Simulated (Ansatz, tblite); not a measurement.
# The cluster Cu2O2+: rung by rung

An exercise on one series of results from a longer session: the logs are not shown, and one member is left open.

Program: Ansatz 0.2.0, Gaussian basis. Level of theory: as each input shows. These are calculated values, not measurements.

The runs, in order: GFN1-xTB, GFN2-xTB, PBE-D4/def2-TZVP, r2SCAN-D4/def2-TZVP, revPBE-D4/def2-TZVP, r2SCAN0-D4/def2-TZVP, HF/def2-TZVP, CAM-B3LYP-D4/def2-TZVP, B97M-V/def2-TZVP, PBE+5HF/def2-TZVP, PBE+10HF/def2-TZVP, PBE+15HF/def2-TZVP, PBE+35HF/def2-TZVP, PBE+50HF/def2-TZVP, PBE-D4/def2-SVP, PBE0-D4/def2-SVP, HF/STO-3G, CCSD(T)/def2-TZVP, RPA/def2-TZVP.

## The structure

The geometry is that of the doublet, from an earlier relaxation (PBE-D4/def2-SVP). At that level it is the lowest of the isomers that a small search found.

4 atoms, charge 1, spin multiplicity 2.

Bond lengths: Cu1–O3 1.822 Å, Cu1–O4 1.822 Å, Cu2–O3 1.822 Å, Cu2–O4 1.822 Å. Angles: O3–Cu1–O4 94.4°, O3–Cu2–O4 94.4°, Cu1–O3–Cu2 85.6°, Cu1–O4–Cu2 85.6°.

Geometry (Å):

```
Cu    0.7470    0.7692    0.6198
Cu   -0.7468   -0.7694   -0.6199
O     0.1375    0.7508   -1.0975
O    -0.1377   -0.7506    1.0975
```

No spin-orbit coupling is included. The ion is computed in the gas phase, without counter-ions or solvent.

PBE0-D4/def2-TZVP was run before; its log isn't repeated, and its numbers join the tables.

The first run:

Tight binding, by tblite at 300 K electronic temperature and without a spin-polarisation term:

```python
tblite.interface.Calculator('GFN1-xTB', numbers, positions, charge=1, uhf=1).singlepoint()
```

Tight binding, by tblite at 300 K electronic temperature and without a spin-polarisation term:

```python
tblite.interface.Calculator('GFN2-xTB', numbers, positions, charge=1, uhf=1).singlepoint()
```

start.molden holds the orbitals of an earlier run on this state, given as this run's starting guess.

Contents of in.yaml:

```yaml
crystal:
  periodic: [false, false, false]
  atoms:
    - {symbol: Cu, position_ang: [0.747018, 0.769173, 0.619794]}
    - {symbol: Cu, position_ang: [-0.746805, -0.769354, -0.619896]}
    - {symbol: O, position_ang: [0.137515, 0.750810, -1.097457]}
    - {symbol: O, position_ang: [-0.137728, -0.750628, 1.097549]}
basis:
  gaussian: {orbitals: def2-TZVP, initial_orbitals: start.molden}
total_charge: 1
magnetization: {spin_polarized: true, initial_magnetization: 1}
hamiltonian: {xc: pbe, dispersion: d4}
scf: {omitted_lower_state_checks: [starts]}
output: {forces: true, orbitals: {seedname: orbitals}}
```

Command:

```console
ansatz run in.yaml --threads 4 --pin off --events-out ev --progress --plain --max-ram 3916MiB
```

Among the steps run: PBE-D4/def2-TZVP; r2SCAN-D4/def2-TZVP; revPBE-D4/def2-TZVP; r2SCAN0-D4/def2-TZVP; HF/def2-TZVP; CAM-B3LYP-D4/def2-TZVP; B97M-V/def2-TZVP; PBE+5HF/def2-TZVP; PBE+10HF/def2-TZVP; PBE+15HF/def2-TZVP; PBE+35HF/def2-TZVP; PBE+50HF/def2-TZVP; PBE-D4/def2-SVP; PBE0-D4/def2-SVP; HF/STO-3G; CCSD(T)/def2-TZVP; RPA/def2-TZVP.

One of the session's tables, all rows but one given; the rest of the session is left out.

It belongs to the step «Levels side by side». 

```
                 level  HOMO (eV)  LUMO (eV)  gap (eV)
             HF/STO-3G     -13.31      -4.65      8.66
          HF/def2-TZVP     -15.69      -5.30     10.39
       PBE-D4/def2-SVP     -12.73     -12.04      0.69
      PBE-D4/def2-TZVP     -12.89     -12.20      0.69
   revPBE-D4/def2-TZVP     -12.74     -12.05      0.69
   r2SCAN-D4/def2-TZVP          ?          ?         ?
      B97M-V/def2-TZVP     -12.81     -11.98      0.83
      PBE0-D4/def2-SVP     -13.70     -10.59      3.11
     PBE0-D4/def2-TZVP     -13.74     -10.71      3.03
  r2SCAN0-D4/def2-TZVP     -13.84     -10.10      3.73
CAM-B3LYP-D4/def2-TZVP     -15.37      -9.54      5.83
     PBE+5HF/def2-TZVP     -13.05     -11.98      1.07
    PBE+10HF/def2-TZVP     -13.20     -11.76      1.44
    PBE+15HF/def2-TZVP     -13.31     -11.53      1.78
    PBE+35HF/def2-TZVP     -14.25      -9.87      4.38
    PBE+50HF/def2-TZVP     -14.90      -8.70      6.21
```

Estimate the missing values for r2SCAN-D4/def2-TZVP.

As computed: HOMO (eV): -12.80; LUMO (eV): -11.98; gap (eV): 0.81. In the column «HOMO (eV)» it lies between B97M-V/def2-TZVP (-12.81) and revPBE-D4/def2-TZVP (-12.74).

Caveats from the session: Doubts: large T1 diagnostic, spin contamination. Notes on CCSD(T)/def2-TZVP: large T1 diagnostic, spin contamination.
